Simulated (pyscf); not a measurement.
Thermochemistry of product channels of HO–Zr(F)(F)–F + H₂ on the singlet surface, in kJ/mol, from ωB97M-D3(BJ)/def2-TZVP energies (ideal gas, 1 atm, RRHO with modes under 100 cm⁻¹ raised to 100, one conformer, R ln 2 for chiral ones without a mode under 150 cm⁻¹). PySCF, gas phase, ωB97X-D3(BJ)/def2-SVP geometries.

```csv
products,ΔE,ΔH(298 K),ΔG(600 K),ΔG(1200 K)
HO–ZrH(F)–F + HF,+201.8,+208.5,+191.8,+178.7
H₂O + F–ZrH(F)–F,+160.7,+170.2,+156.5,+150.8
```

These are energies of the channels, which say nothing of barriers. Elements past Kr carry the def2 core potentials, without spin-orbit coupling.
